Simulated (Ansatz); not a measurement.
**B₂HF+ (doublet): wave-function methods side by side, def2-TZVPP**

The task here is to estimate one member of a computed series from the others.

Computed with Ansatz 0.2.0, Gaussian basis. Level: def2-TZVPP, core rule «outside noble gas», up to 3 orbitals frozen.

The runs, in order: UHF; ROHF; CCSD(T) on UHF.

2 further runs of the same task are left out: 2 set aside as unsound or not needed.

**The geometry**

The geometry is a PBE0/def2-TZVP stationary point (not a proven minimum) of the parent state, kept for this charge and spin.

4 atoms, charge 1, spin multiplicity 2.

Atoms are counted from 1 here; the program's logs count them from 0.

Bond lengths: B1–B2 1.516 Å, B1–H4 1.173 Å, B2–F3 1.285 Å. Angles: B2–B1–H4 180.0°, B1–B2–F3 180.0°.

The first run:

Contents of in.yaml:

```yaml
crystal:
  periodic: [false, false, false]
  atoms:
    - {symbol: B, position_ang: [0.000000, 0.000000, 0.785790]}
    - {symbol: B, position_ang: [0.000000, 0.000000, -0.729869]}
    - {symbol: F, position_ang: [0.000000, 0.000000, -2.014787]}
    - {symbol: H, position_ang: [0.000000, 0.000000, 1.958867]}
basis:
  gaussian: {orbitals: def2-TZVPP}
total_charge: 1
magnetization: {spin_polarized: true, initial_magnetization: 1}
hamiltonian: {xc: hf}
output: {orbitals: {seedname: orbitals}}
```

Started as:

```
> ansatz run in.yaml --threads 1 --pin off --events-out ev --progress --plain --max-ram 4096MiB --backend cpu
```

Steps of the session up to this table: UHF; ROHF; CCSD(T) on UHF.

One table of the session follows, with a row left open; its other results are not shown here.

It belongs to the step «Misses and costs». 

| method | from UCCSD(T) (meV) |
| --- | --- |
| ROHF | +11222.4 |
| UHF | +11149.0 |
| UMP2 | +885.3 |
| UCCSD | ? |
| UCCSD(T) | 0 |

**Question.** Estimate the row for UCCSD.

The run gave: from UCCSD(T) (meV): +347.8. In the column «from UCCSD(T) (meV)» it lies between UCCSD(T) (0) and UMP2 (+885.3).
